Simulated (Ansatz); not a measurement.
## Cu5Os2RuRh8: can entropy hold this alloy together?

Level of theory: Ansatz, DFT PBE, scalar-relativistic, plane waves, PAW.

Settings: cutoff 420 eV, Γ-centred mesh 6×6×6 on the computed 16-atom cell, Gaussian smearing of 0.10 eV; no spin polarisation.

Cells of 16 atoms on a fcc lattice, 5 Cu, 2 Os, 8 Rh, 1 Ru, each occupation relaxed without symmetry on a coarser mesh and computed once more. α is the first-shell Warren–Cowley parameter of unlike pairs (negative: unlike neighbours in excess, 0: random), given as its mean and root mean square over the pairs, since a mean near 0 can hide order that cancels. ΔH counts from the elements in their standard crystals.

```
cell mean α  rms α  ΔH (meV/atom) V (Å³/atom) rms shift from sites (Å)
   1   -0.08   0.14            117        13.56                      0.04
   2   -0.16   0.25            152        13.52                      0.04
   3    0.01   0.22            105        13.53                      0.03
```

**Question.** Weigh the mixing energy against the ideal entropy.

**Answer.** Ideal mixing gives S = −k_B Σ x ln x = 1.143 k_B per atom (9.5 J/(mol K)), worth 99 meV/atom at 1000 K. The cell nearest to random, 1, has ΔH = 117 meV/atom. Against the pure elements it breaks even at T = ΔH/S = 1190 K; above that the solution beats the pure elements, but parting into two partly mixed solutions pays up to a higher temperature (2ΔH/k_B, 1.4 times as high, for a regular binary solution at equal shares), and compounds may beat both. ΔH includes the cost of putting the elements on this lattice where they prefer another, and what the coarser relaxation leaves, which can only raise it; vibrational entropy is left out. An error of 8 meV/atom in ΔH, as mesh and relaxation can leave, moves such a temperature by 80 K, and the spread of these cells, 47 meV/atom, by 480 K.

The final mesh leaves forces up to 0.13 eV/Å and stresses up to 0.5 GPa.

Spin–orbit coupling is left out, which can shift energies with elements as heavy as these.

Cost: 6 runs of about 66 core-minutes in all (earlier runs that led there not counted), on Arm Neoverse V2 (shared hosts).